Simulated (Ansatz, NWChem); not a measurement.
Heat of formation of BH3O2 (SMILES OBO) from total energies

BH3O2 has 6 atoms, charge 0, and is taken as a singlet. As SMILES, `OBO`. The coordinates come from a PBE0-D4/def2-TZVP relaxation. This is one conformer, not always the lowest.

| atom | x (Å) | y (Å) | z (Å) |
| --- | --- | --- | --- |
| O | -1.1762 | -0.5245 | -0.2518 |
| B | 0.0495 | 0.0281 | -0.0729 |
| O | 0.5806 | -0.0538 | 1.1725 |
| H | -1.4947 | -0.4335 | -1.1506 |
| H | 0.6378 | 0.5656 | -0.9761 |
| H | 1.4452 | 0.3541 | 1.2328 |

Total energies at M06-2X/def2-TZVP (NWChem 7.3.0); the atoms run unrestricted:

| species | state | energy (Eh) |
| --- | --- | --- |
| BH3O2 | singlet | -177.212962 |
| O | triplet | -75.066141 |
| B | doublet | -24.649806 |
| H | doublet | -0.498139 |

Harmonic wavenumbers at PBE0-D4/def2-TZVP, in cm⁻¹: 500, 509, 578, 933, 956, 994, 1118, 1252, 1492, 2570, 3926, 3928.

Measured heats of formation of the gaseous atoms at 298.15 K, in kJ/mol: O 249.2, B 570.3, H 218.0. Spin-orbit lowering of the atoms at 298 K (mean of the ground term's levels less their thermal mean, from spectra), in kJ/mol: O 0.40, B 0.00. Take 1 Eh = 2625.50 kJ/mol, 1 cm⁻¹ = 0.0119627 kJ/mol, RT = 2.479 kJ/mol.

Task: What heat of formation follows?

Result: 
1. Electronic atomisation energy: 2 × (-75.066141) + (-24.649806) + 3 × (-0.498139) − (-177.212962) = 0.936457 Eh = 2458.7 kJ/mol.
2. Zero-point energy: half the sum of the wavenumbers, 9378 cm⁻¹ = 112.2 kJ/mol.
3. Thermal vibrational enthalpy, Σ hcν̃/(exp(hcν̃/kT) − 1): 2.1 kJ/mol. Translation, rotation and pV of a non-linear molecule: 4 RT = 9.9 kJ/mol.
4. The 6 free atoms carry 5/2 RT each: 37.2 kJ/mol.
5. Spin-orbit coupling lowers the free atoms by 2 × 0.40 + 0.00 = 0.8 kJ/mol.
6. Atomisation enthalpy at 298 K: 2458.7 − 0.8 − 112.2 − 2.1 − 9.9 + 37.2 = 2370.9 kJ/mol.
7. Sum of the atoms' heats of formation: 1722.7 kJ/mol. Heat of formation: 1722.7 − 2370.9 = -648.2 kJ/mol.

No measured value is set beside it here. Anharmonicity and any spin-orbit splitting of the molecule are left out.
